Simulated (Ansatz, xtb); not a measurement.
# CH2Si2: which of two structures lies lower

Structure I: a singlet given by its coordinates. Structure II: `[Si]=C=[SiH2]`, a singlet. Both are isolated molecules in the gas phase, relaxed with r2SCAN-D4/def2-SVP.

I (Å):

```yaml
atoms:
  - { symbol: C, position_ang: [-0.2966, 0.3909, 0.9138] }
  - { symbol: Si, position_ang: [0.0291, -0.5038, -0.5595] }
  - { symbol: Si, position_ang: [-0.2338, -1.3368, 1.5416] }
  - { symbol: H, position_ang: [0.1877, 0.1363, -1.9071] }
  - { symbol: H, position_ang: [-0.4627, 1.3817, 1.3518] }
```

Close contacts (Å): C1–Si2 1.75, C1–Si3 1.84, Si2–Si3 2.28, C1–H5 1.10, Si2–H4 1.50.

II (Å):

```yaml
atoms:
  - { symbol: C, position_ang: [0.2158, -0.9393, 0.3455] }
  - { symbol: Si, position_ang: [-1.4116, -0.6770, -0.0186] }
  - { symbol: Si, position_ang: [1.8583, -1.2031, 0.7119] }
  - { symbol: H, position_ang: [2.8070, -0.1477, 1.1729] }
  - { symbol: H, position_ang: [2.5506, -2.5215, 0.6172] }
```

Quicker runs give these differences E(II) − E(I): GFN2-xTB −38.8 kJ/mol; HF/STO-3G +163.2 kJ/mol (at GFN2-xTB geometries); r2SCAN-D4/def2-SVP//GFN2-xTB +65.0 kJ/mol.

Problem. Which of the two would you expect CCSD(T)/def2-TZVPP electronic energies to favour?

Solution. Structure I; the calculation gives E(II) − E(I) = +54.3 kJ/mol.

The same difference at several levels:

```json
{"level": "GFN2-xTB", "geometry": "GFN2-xTB", "E(II) − E(I) (kJ/mol)": "−38.8", "departure from the last row (kJ/mol)": "−93.0", "job, with rough time for the two": "optimisation, 0.1 s"}
{"level": "HF/STO-3G", "geometry": "GFN2-xTB", "E(II) − E(I) (kJ/mol)": "+163.2", "departure from the last row (kJ/mol)": "+108.9", "job, with rough time for the two": "single point, 0.18 s"}
{"level": "r2SCAN-D4/def2-SVP//GFN2-xTB", "geometry": "GFN2-xTB", "E(II) − E(I) (kJ/mol)": "+65.0", "departure from the last row (kJ/mol)": "+10.7", "job, with rough time for the two": "single point, 2.4 s"}
{"level": "r2SCAN-D4/def2-SVP", "geometry": "r2SCAN-D4/def2-SVP", "E(II) − E(I) (kJ/mol)": "+61.4", "departure from the last row (kJ/mol)": "+7.1", "job, with rough time for the two": "optimisation, 19 s"}
{"level": "HF/def2-TZVPP", "geometry": "r2SCAN-D4/def2-SVP", "E(II) − E(I) (kJ/mol)": "+40.7", "departure from the last row (kJ/mol)": "−13.6", "job, with rough time for the two": "part of the CCSD(T) run"}
{"level": "MP2/def2-TZVPP", "geometry": "r2SCAN-D4/def2-SVP", "E(II) − E(I) (kJ/mol)": "+49.9", "departure from the last row (kJ/mol)": "−4.4", "job, with rough time for the two": "part of the CCSD(T) run"}
{"level": "CCSD(T)/def2-TZVPP", "geometry": "r2SCAN-D4/def2-SVP", "E(II) − E(I) (kJ/mol)": "+54.3", "departure from the last row (kJ/mol)": "", "job, with rough time for the two": "single point, 32 s"}
```

GFN2-xTB puts the two in the other order. The largest departure from CCSD(T)/def2-TZVPP is that of HF/STO-3G, 108.9 kJ/mol.

With harmonic frequencies from r2SCAN-D4/def2-SVP (ideal gas, rigid rotor, one conformer each, 298.15 K, 1 atm): on the last row, ΔE + ΔZPE = +47.5, ΔH = +49.6, ΔG = +46.7 kJ/mol.

The correlated steps freeze 11 core orbitals. Programs: Ansatz 0.2.0, xtb 6.7.1; the last row on 1 thread of Arm Neoverse V2 on a shared host.
